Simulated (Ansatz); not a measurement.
hcp Ho was calculated with PBE-D4 (Ansatz, a quantum-chemistry and plane-wave program, plane waves, PAW).

Numerical settings: plane-wave cutoff 500 eV, 24×24×14 k mesh (along the axes of the cell as run), Fermi–Dirac smearing 0.1 eV, spin-polarised with parallel moments, scalar-relativistic PAW data made under PBE.

Cell (relaxed at this level):

```cif
data_Ho2
_chemical_formula_sum 'Ho2'
_space_group_name_H-M_alt 'P 1'
_space_group_IT_number 1
_cell_length_a 3.63541
_cell_length_b 3.63541
_cell_length_c 5.85394
_cell_angle_alpha 90.000
_cell_angle_beta 90.000
_cell_angle_gamma 120.000
loop_
_space_group_symop_operation_xyz
  'x, y, z'
loop_
_atom_site_label
_atom_site_type_symbol
_atom_site_fract_x
_atom_site_fract_y
_atom_site_fract_z
_atom_site_occupancy
Ho1 Ho 0.33333 0.66667 0.25000 1
Ho2 Ho 0.66667 0.33333 0.75000 1
```

Question: Estimate the magnetic moment per atom (the cell's total over its atoms) that the calculation returns.

Answer: 
* **magnetic moment per atom (the cell's total over its atoms)**: 3.70 μB

Note: the 4f shell is treated without U or exact exchange, so its levels and filling can be wrong; the collinear magnetic order is the start's and need not be the measured one.

Moments are spin moments.

Spin–orbit coupling is not included.

Static lattice: no zero-point or thermal effects.
